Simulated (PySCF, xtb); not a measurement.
phosphine (H₃P), SMILES P.

GFN2-xTB in xtb at its own geometry gives an orbital gap of 5.96 eV and a dipole moment of 1.26 D.

Coordinates come from a PBE0-D3(BJ)/def2-TZVPD optimisation.

Problem. What does M06-2X/def2-TZVPD (PySCF) give? (The exact figures need the calculation; the answer reports its results.)

Solution. gap 9.54 eV (levels -8.95 and 0.59 eV), dipole 0.61 D.
